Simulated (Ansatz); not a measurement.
# SiH$_{2}$, singlet: the ladder up to full CI

Geometry: MP2(full)/6-31G*, from the G2/97 set.

```yaml
atoms:
  - { symbol: Si, position_ang: [0.0000, 0.0000, 0.0703] }
  - { symbol: H, position_ang: [0.0000, 1.0969, -0.9798] }
  - { symbol: H, position_ang: [0.0000, -1.0969, -0.9798] }
```

Basis 6-31G* (Cartesian d functions); Ansatz 0.2.0. Only valence electrons are correlated (noble-gas cores frozen), which leaves 6 electrons in 18 orbitals. R marks a restricted (for open shells ROHF) determinant, U an unrestricted one. Active spaces: valence = (6e, 6o) chosen from the atoms' valence shells.

Full CI is exact within this basis and frozen core; it isn't the basis-set limit. The frozen core follows each run's orbitals, which can shift R against U totals by a few meV.

* UHF ⟨S²⟩: 0.349
* T1 diagnostic (RCCSD): 0.0148
* largest doubles amplitude (RCCSD): 0.106

| level | E − E(RHF) (eV) |
| --- | --- |
| RMP2 | -1.8352 |
| RCCSD | -2.5067 |
| RCCSD(T) | -2.5548 |

Q: Estimate how far full CI in 6-31G* lies from RCCSD(T). The table doesn't fix it; the size of (T) and the diagnostics are the guide.

A: Full CI in 6-31G* lies 1.6 kJ/mol below RCCSD(T), which is 34 % of the (T) step (-4.6 kJ/mol). RHF is unstable towards spin polarisation, and the rest is a large part of (T).

The other levels:

| level | E − E(full CI) (kJ/mol) | share of correlation (%) | wall time |
| --- | --- | --- | --- |
| CISD | 15.1 | 93.92 | 0.18 s |
| BCCD(T) | 1.6 | 99.36 | 0.21 s |
| RCCSDT | 0.2 | 99.92 | – |
| CISDTQ | 0.3 | 99.89 | 0.54 s |
| RCCSDT(Q) | 0.1 | 99.98 | 0.37 s |
| RCCSDTQ | 0.0 | 100.00 | 1.4 s |
| CASSCF (valence space) | 122.1 | 50.79 | – |
| NEVPT2 (valence space) | 40.1 | 83.82 | 0.27 s |
| MRCISD (valence space) | 6.5 | 97.38 | – |
| MRCISD+Q (valence space) | 3.2 | 98.69 | 0.72 s |

The correlation energy at full CI, counted from RHF, is -2.571 eV. That run took 0.82 s on 1 thread of AMD EPYC 7R13, shared host over 168,192 determinants.

Run but not shown, since their state or frozen core can't be matched to the reference's or they repeat it: UHF.

Times hold each run's SCF and search for its determinant on a shared host, so for small cases they say little of a method's own cost; they ran on 1 thread of AMD EPYC 7R13.

The full-CI state has the irrep A1 of C2v, in the program's axes.

Natural occupations of full CI about the gap: 1.969 1.958 1.902 0.061 0.041 0.025 0.009 0.008 0.006 0.005; effectively unpaired electrons, Σ n²(2−n)², 0.07.

Atomization energy (electronic, same basis, no zero-point term; atoms at the same level, unrestricted beside the R rows where the molecule is a closed shell, with restricted open-shell steps beyond CCSDT(Q)) at full CI: 546.8 kJ/mol. Errors of other levels:

| level | error (kJ/mol) |
| --- | --- |
| RHF | -96.7 |
| RMP2 | -25.2 |
| CISD | -11.3 |
| RCCSD | -3.2 |
| RCCSD(T) | -0.8 |
| BCCD(T) | -0.7 |
| RCCSDT | -0.2 |
| CISDTQ | -0.2 |
| RCCSDT(Q) | -0.1 |
| RCCSDTQ | 0.0 |
| CASSCF (valence space) | 1.2 |
| NEVPT2 (valence space) | -8.4 |
| MRCISD (valence space) | -4.2 |
| MRCISD+Q (valence space) | -5.4 |

This basis is far from its limit, so the value isn't to be set against a measured one. Truncated CI isn't size-consistent, which counts against it in atomization.
